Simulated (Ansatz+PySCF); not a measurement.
# doublet C4H9: levels of theory in one basis

```xyz
13

C     0.0000   -0.1620    0.0000
C    -1.4931    0.0442    0.0000
C     0.7466    0.0442    1.2931
C     0.7466    0.0442   -1.2931
H    -1.7424    1.0801    0.0000
H     0.8712    1.0801    1.5090
H     0.8712    1.0801   -1.5090
H    -1.9645   -0.3998    0.8972
H    -1.9645   -0.3998   -0.8972
H     1.7593   -0.3998    1.2527
H     0.2052   -0.3998    2.1499
H     0.2052   -0.3998   -2.1499
H     1.7593   -0.3998   -1.2527
```

Basis set: cc-pVTZ (spherical functions). Left uncorrelated: 4 orbitals. Correlation on ROHF uses semicanonical orbitals with singles. Charge 0, multiplicity 2.

Computed with Ansatz (development build ahead of 0.2.0); each method stands on the lowest determinant of its kind that the runs found.

| method | E − E(ROHF) (eV) | <S²> of the determinant |
| --- | --- | --- |
| ROHF | 0.00 | 0.75 |
| UHF | -0.13 | 0.76 |
| ROHF-MP2 | -18.64 | – |
| UHF-MP2 | -18.62 | 0.76 |
